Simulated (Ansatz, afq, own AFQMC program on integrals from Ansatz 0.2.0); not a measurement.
**AlN, triplet in 6-31G, levels against full CI**

```yaml
atoms:
  - { symbol: Al, position_ang: [0.0000, 0.0000, 0.0000] }
  - { symbol: N, position_ang: [0.0000, 0.0000, 1.7893] }
```

Basis 6-31G. Only valence electrons are correlated. Integrals, coupled cluster, full CI and functionals: Ansatz 0.2.0; the random walks run on the same integrals in our own AFQMC program. The CISD trial takes its coefficients from CCSD amplitudes. Released means that phaseless walkers are propagated on without the constraint, phases kept. ± is one standard error of the sampling.

Determinant: UHF, the one that the program's search chose, which needn't be the lowest solution. The geometry is a point of a scan.

Full CI on the same integrals is exact in this basis and with this determinant's frozen core.

Cautions: lower spins were not checked; an unrestricted solution with more broken spin lies lower (246 meV, ⟨S²⟩ 2.14); strong correlation (T1 0.069, weight of the determinant 0.82, largest double 0.10); unrestricted determinant slightly spin contaminated (⟨S²⟩ 2.07 against 2.00); the released energies are still falling, so no released level is given (meV from the phaseless value at times in 1/Eh: -5 ± 3 at 0.24, -17 ± 6 at 0.51, -17.1 ± 2.1 at 0.99, -20 ± 3 at 1.62, -56 ± 30 at 2.40).

- T1 diagnostic: 0.0686
- weight of the determinant in the CISD state: 0.823
- ⟨S²⟩ of the determinant: 2.070
- size of the correlated space: 8 electrons in 16 orbitals

Reference: full CI, correlation energy -3.354 eV.

| level | E − E(reference) (kJ/mol) | share of correlation (%) |
| --- | --- | --- |
| HF | 323.6 | 0.00 |
| MP2 | 92.8 | 71.33 |
| CCSD | 16.0 | 95.07 |
| CCSD(T) | 6.0 | 98.15 |
| CCSDT | 1.8 | 99.44 |
| CCSDT(Q) | -0.3 | 100.10 |
| CCSDTQ | 0.1 | 99.97 |
| ph-AFQMC/HF | 18.8 ± 1.5 | 94.19 |
| ph-AFQMC/CISD | 4.4 ± 0.4 | 98.65 |

CCSDT and higher add their correlation energy to the determinant of the CCSD(T) run, since their own runs factorise the integrals more tightly (a shift of under 2 meV). A walk keeps the symmetry of its determinant, which the program's search chose and which needn't be the lowest solution, so a lower state of the same spin and another symmetry isn't excluded.
